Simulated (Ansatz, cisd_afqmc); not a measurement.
System: C2H6, charge 0, singlet. C2H6 (SMILES CC).
B3LYP-D3(BJ)/def2-TZVP minimum from Ansatz (a quantum-chemistry and plane-wave program):
```xyz
8

C      0.0020    -0.0069     0.7631
C     -0.0020     0.0069    -0.7631
H      0.0089     1.0066     1.1692
H     -0.8808    -0.5139     1.1578
H      0.8809    -0.5241     1.1531
H     -0.0089    -1.0066    -1.1692
H     -0.8809     0.5241    -1.1531
H      0.8808     0.5139    -1.1578
```

Total energies in cc-pVTZ, 14 correlated electrons, 2 frozen orbitals. Open shells are spin-unrestricted; no spin-orbit coupling. Correlated methods leave the cores frozen. No relativity. AFQMC/CISD: phaseless, guided by CISD from CCSD amplitudes; bars are statistical, one sigma. Outlying blocks are dropped, and bars are widened where a walk drifts. Over all cases where full CI ran beside it in this data, AFQMC minus full CI had a median of +0.1 mEh and passed +0.4 mEh in a tenth of the cases.

| method | program | energy (Eh) | minus AFQMC/CISD (mEh) |
|---|---|---|---|
| HF | Ansatz | -79.25979 | 415.5 ± 0.3 |
| MP2 | Ansatz | -79.62985 | 45.4 ± 0.3 |
| CCSD | Ansatz | -79.66097 | 14.3 ± 0.3 |
| CCSD(T) | Ansatz | -79.67444 | 0.8 ± 0.3 |
| AFQMC/CISD | cisd_afqmc | -79.6753 ± 0.0003 | 0.0 |
